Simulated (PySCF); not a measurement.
## Level sweep

Methyl cyclopropyl ketone, C₅H₈O.
InChI=1S/C5H8O/c1-4(6)5-2-3-5/h5H,2-3H2,1H3

PySCF, dipoles from the SCF density, polarisabilities from static response with core orbitals frozen. One conformer (not necessarily the lowest) at the PBE0-D3(BJ)/def2-SVP geometry, without solvent, vibrations or thermal averaging.

The anisotropy is √(½[(α1 − α2)² + (α2 − α3)² + (α3 − α1)²]).

| level | μ (D) | α (Å³) | anisotropy (Å³) |
| --- | --- | --- | --- |
| LDA/def2-SVPD | 2.974 | 9.64 | 2.97 |
| PBE/def2-SVPD | 2.887 | 9.53 | 2.93 |
| B3LYP/def2-SVPD | 2.992 | 9.22 | 2.59 |
| PBE0/def2-SVPD | 2.983 | 9.12 | 2.55 |
| HF/def2-SVPD | 3.269 | 8.50 | 1.91 |

The dipole runs from 2.89 D (PBE/def2-SVPD) to 3.27 D (HF/def2-SVPD). In one basis (def2-SVPD) the functionals order the polarisability from HF (lowest) to LDA (highest), a spread of 13%.
